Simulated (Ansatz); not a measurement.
`CC=C(O)O` at its PBE0-D4/def2-TZVP geometry, where that method's forces vanish. Charge 0, multiplicity 1.

```xyz
11

C    -1.4150    0.4588   -0.3158
C     0.0662    0.6315   -0.3601
C     0.9523   -0.2258    0.1415
O     2.2803   -0.0419    0.0425
O     0.6822   -1.3817    0.7955
H    -1.8980    1.1586    0.3752
H    -1.8619    0.6245   -1.3004
H    -1.7230   -0.5488   -0.0146
H     0.4738    1.5163   -0.8316
H     2.7125   -0.7311    0.5570
H    -0.2695   -1.4603    0.9106
```

(1) What forces (eV/Å) does r2SCAN-D4/def2-TZVPP give on these atoms in the Gaussian-basis code of Ansatz? (Estimate.)

Results:

(1) Computed: 
```
C1  -0.069 -0.008 -0.004
C2  -0.079  0.188 -0.116
C3  -0.072  0.064 -0.025
O4   0.279  0.066 -0.043
O5   0.004 -0.287  0.162
H6  -0.018 -0.004 -0.005
H7  -0.010  0.002  0.011
H8   0.003  0.005  0.001
H9  -0.004 -0.002  0.003
H10  0.013 -0.032  0.020
H11 -0.048  0.008 -0.004
```
